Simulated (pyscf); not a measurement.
A first-order saddle from PySCF, ωB97X-D3(BJ)/def2-SVP:

```xyz
11

C     -1.4173    -1.4268    -0.4392
Sn    -0.0211     0.1751    -0.3537
H     -0.9068    -2.3776    -0.6496
H     -2.1656    -1.2096    -1.2133
H     -1.9263    -1.4985     0.5331
H     -0.1227     1.0537     1.4674
H      1.4934    -0.3960     0.2640
H      0.3717     1.0843    -1.7438
S     -2.1918     1.8833     0.0299
H     -0.9517     1.4651     1.1548
H     -1.5093     2.9863    -0.3375
```

Surface: singlet, charge 0. Lowest wavenumbers (cm⁻¹): 1416i, 96, 108, 146, 241.

Question: Which two sides does it connect, and which bonds change?

Answer: H₃C–SnH₃ + H₂S ⇌ H₃C–SnH₂–SH + hydrogen (H₂), a four-centre exchange read from left to right: H–Sn, H–S broken and S–Sn, H–H formed. At ωB97M-D3(BJ)/def2-TZVP it lies +40.3 kcal/mol from the left side and +49.4 kcal/mol from the right (each side as separated species at their lowest minima found). This is the saddle that the search found; another between the same sides may lie lower. Elements past Kr carry the def2 core potentials, without spin-orbit coupling.
